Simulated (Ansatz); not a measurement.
CH$_{5}$AlO, singlet: at a first-order saddle point.

The input file, in.yaml:

```yaml
crystal:
  periodic: [false, false, false]
  atoms:
    - {symbol: Al, position_ang: [-1.040520, 0.159195, -0.577476]}
    - {symbol: H, position_ang: [-0.908337, -1.041812, 0.527183]}
    - {symbol: H, position_ang: [-1.198092, -0.353798, -2.069354]}
    - {symbol: H, position_ang: [-1.658862, 1.507951, -0.007494]}
    - {symbol: O, position_ang: [0.953333, 0.452245, -0.527705]}
    - {symbol: C, position_ang: [1.185584, -0.090516, 0.549521]}
    - {symbol: H, position_ang: [1.937455, -0.889326, 0.619112]}
    - {symbol: H, position_ang: [0.729439, 0.256061, 1.486113]}
basis:
  gaussian: {orbitals: def2-TZVPP}
hamiltonian: {xc: pbe0, dispersion: d4}
output: {orbitals: {seedname: orbitals}}
```

Run by:

```bash
ansatz run in.yaml --threads 2 --pin off --events-out ev --progress --plain --max-ram 4352MiB
```

The run's output (Ansatz 0.2.0):

```
Functional definition: PBE0
  name "PBE0"
  cite "Adamo & Barone, J. Chem. Phys. 110, 6158 (1999) doi:10.1063/1.478522"
  cite "Perdew, Burke & Ernzerhof, Phys. Rev. Lett. 77, 3865 (1996) doi:10.1103/PhysRevLett.77.3865"
  parent pbe
  parameter a = 0.25
  parameter kappa = 0.804
  parameter beta = 0.06672455060314922
  exchange = (1 - a)*pbe_x(kappa = kappa, mu = beta*pi^2/3) + a*exact_x
  correlation = pbe_c(beta = beta)
926 factors; their error is unknown
mean field evaluation 1: about -9753.1582 eV, gradient 3.8e1 eV
mean field evaluation 2: about -9748.5863 eV, gradient 6.4e1 eV
mean field evaluation 4: about -9755.7128 eV, gradient 2.6e0 eV
mean field evaluation 8: about -9755.7381 eV, gradient 4.7e-2 eV
mean field -9755.73808179 eV, -358.5167618289 hartree, gradient 1.1e-5 eV, S^2 0.000000; 0 other end points of the search recorded, 0 dependent functions left out
reference -9755.73811547 eV, -358.5167630668 hartree; 16, 16 occupied and 158, 158 virtual orbitals, 926 factors
Total energy: -9755.83445813 eV, -358.5203035942 hartree
```

The lines “mean field evaluation” count trial sets of orbitals through the whole run, from several starts and some on an approximate energy, so they need not fall steadily or lie above the final value.

Hardware: 2 CPU threads of an Arm Neoverse V1, shared host. Wall time about 2.1 s.
